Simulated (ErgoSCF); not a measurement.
# PH3 (phosphine) at 4 levels

Wanted: a comparison of 4 runs (KT1/STO-3G, PBE/6-31G*, PBE/def2-SVP, PBE0/def2-SVP) of PH3 (phosphine). 

The calculation is run with ErgoSCF 3.8.

3 further runs of the same task are left out: 1 that didn't finish, 2 set aside as unsound or not needed.

## Step 1: The molecule

The species is PH3 (4 atoms), meant as a singlet with charge 0. As SMILES, `P`. The coordinates come from a PBE0-D4/def2-TZVP relaxation.

Bond lengths: P1–H2 1.420 Å, P1–H3 1.420 Å, P1–H4 1.420 Å. Angles: H2–P1–H3 93.1°, H2–P1–H4 93.1°, H3–P1–H4 93.1°.

## Step 2: The excited states at KT1/STO-3G (run 1)

Input file input.xyz:

```xyz
4
H3P
P      0.346000    -0.326500    -0.332800
H      0.630900    -0.034000     1.027000
H     -1.005500    -0.663000    -0.057200
H      0.028700     1.023500    -0.636900
```

Input file input.ego:

```
# H3P, KT1
set_nthreads(1)
molecule "input.xyz"
tmpdir = "."
basis = "STO-3G"
scf.max_number_of_iterations = 80
scf.output_mulliken_pop = 1
XC.type = "GC2"
lr.max_iterations = 30
get_excited_state "KT1" 2
```

The basis set STO-3G is read from a file made from the Basis Set Exchange's data (not shown).

Launch:

```console
$ ergo input.ego
```

Log:

```text
[...]
INDF Weighted mixed functional:
[...]
INSC Energy   1 =       -303.63675355294
[...]
INDE PURIFICATION CONVERGED after 19 iterations
[...]
INDE PURIFICATION CONVERGED after 18 iterations
[...]
INDE PURIFICATION CONVERGED after 21 iterations
[...]
INDE PURIFICATION CONVERGED after 21 iterations
[...]
INDE E(LUMO) - E(HOMO) <=          0.38274108793 =         10.41491562577 eV
[...]
INSC Energy  10 =       -341.09336914638  ( diff      0.000000000000341 )
[...]
RESC CONVERGED after  10 iterations.
RESC FINAL ENERGY:       -341.09336914638
[...]
INSC SCF: dipole_moment_x [atomic units] =      -0.14468047
INSC SCF: dipole_moment_y [atomic units] =       0.13657270
INSC SCF: dipole_moment_z [atomic units] =       0.13909753
[...]
```

The script printed:

```text
Step  1: ssize:   4 |r|=     0.127526 shift=  0.433860
Step  2: ssize:   8 |r|=    0.0250316 shift=  0.415849
Step  3: ssize:  12 |r|=   0.00471738 shift=  0.415290
STATE 1 TRANSITION MOMENT:            -0.515285 ENERGY            11.299840 eV
STATE 2 TRANSITION MOMENT:             0.185391 ENERGY            11.301497 eV
STATE 1 TRANSITION MOMENT:             -0.10293 ENERGY            11.299840 eV
STATE 2 TRANSITION MOMENT:             0.554381 ENERGY            11.301497 eV
STATE 1 TRANSITION MOMENT:            -0.434634 ENERGY            11.299840 eV
STATE 2 TRANSITION MOMENT:             -0.35108 ENERGY            11.301497 eV
Eigenvalue  1:     0.415261475 Tran.Mom.:     0.681923359
Eigenvalue  2:     0.415322344 Tran.Mom.:     0.681883967
```

Wall time 0.95 s (1 thread of Arm Neoverse V1, shared host); peak memory 0.26 GiB.

The roots found:

| excited state | energy (eV) | strength |
| --- | --- | --- |
| 1 | 11.300 | 0.1287 |
| 2 | 11.302 | 0.1287 |

## Step 3: A single-point energy at PBE/6-31G(d) (spherical functions) (run 2)

Input file input.ego:

```
# PBE on H3P
set_nthreads(1)
molecule_inline
P    0.65384524  -0.61699558  -0.62890085
H    1.19222821  -0.06425069   1.94074873
H   -1.90011962  -1.25288842  -0.10809233
H    0.05423514   1.93413469  -1.20356657
EOF
XC.sparse_mode = 0
scf.output_mulliken_pop = 1
tmpdir = "."
XC.radint = 1e-11
basis = "6-31G*"
XC.angint = 41
scf.max_number_of_iterations = 120
scf.use_diagonalization = 1
run "PBE"
```

The basis set 6-31G* is read from a file made from the Basis Set Exchange's data (not shown).

Launch:

```console
$ ergo < input.ego
```

Log:

```text
[...]
INDF Weighted mixed functional:
[...]
INSC Energy   1 =       -193.16538070157
[...]
INDE E_LUMO =          0.00688106707
[...]
INSC Energy  11 =       -342.94446991134  ( diff     -0.000000000079979 )
[...]
RESC CONVERGED after  11 iterations.
RESC FINAL ENERGY:       -342.94446991134
[...]
INSC SCF: dipole_moment_x [atomic units] =      -0.25757277
INSC SCF: dipole_moment_y [atomic units] =       0.24311245
INSC SCF: dipole_moment_z [atomic units] =       0.24769705
[...]
```

It took 1.6 s on 1 thread of Arm Neoverse V1, shared host; peak memory 0.26 GiB.

Run 3 isn't shown in full; the table further down has it.

## Step 4: A single-point energy at PBE0/def2-SVP (run 4)

Input file molecule.xyz:

```xyz
4

P      0.346000    -0.326500    -0.332800
H      0.630900    -0.034000     1.027000
H     -1.005500    -0.663000    -0.057200
H      0.028700     1.023500    -0.636900
```

Input file run.inp:

```
set_nthreads(1)
molecule "molecule.xyz"
basis = "def2-SVP"
XC.sparse_mode = 0
XC.angint = 41
scf.output_mulliken_pop = 1
scf.max_number_of_iterations = 120
scf.use_diagonalization = 1
tmpdir = "."
XC.radint = 1e-11
run "PBE0"
```

The basis set def2-SVP is read from a file made from the Basis Set Exchange's data (not shown).

Launch:

```console
$ ergo < run.inp
```

Log:

```text
[...]
INDF Weighted mixed functional:
[...]
INSC Energy   1 =       -152.11073367883
[...]
INDE E_LUMO =          0.04768436020
[...]
INSC Energy  12 =       -342.89597891745  ( diff     -0.000000000001705 )
[...]
RESC CONVERGED after  12 iterations.
RESC FINAL ENERGY:       -342.89597891745
[...]
INSC SCF: dipole_moment_x [atomic units] =      -0.21728734
INSC SCF: dipole_moment_y [atomic units] =       0.20509293
INSC SCF: dipole_moment_z [atomic units] =       0.20894584
[...]
```

Wall time 2.5 s (1 thread of Arm Neoverse V1, shared host); peak memory 0.26 GiB.

## Step 5: Overview of the runs

| run | level | task | number of roots | energy (Eh) | dipole moment (D) | wall time |
| --- | --- | --- | --- | --- | --- | --- |
| 1 | KT1/STO-3G | excited | 2 | -341.093369 | 0.62 | 0.95 s |
| 2 | PBE/6-31G* (spherical functions) | energy | – | -342.944470 | 1.10 | 1.6 s |
| 3 | PBE/def2-SVP | energy | – | -342.860885 | 0.91 | 1.9 s |
| 4 | PBE0/def2-SVP | energy | – | -342.895979 | 0.93 | 2.5 s |

## Step 6: Results

| quantity | value |
| --- | --- |
| run 4: total energy | -342.89598 Eh |
| run 4: dipole moment | 0.93 D |

What this shows: The dipole moment (its size) runs from 0.62 D (KT1/STO-3G) to 1.10 D (PBE/6-31G*). The two ends differ in method and basis. Totals of different functionals can't be ranked against each other. In run 1 the basis is minimal, so the values are rough. All runs together took 6.9 s, the longest 2.5 s.
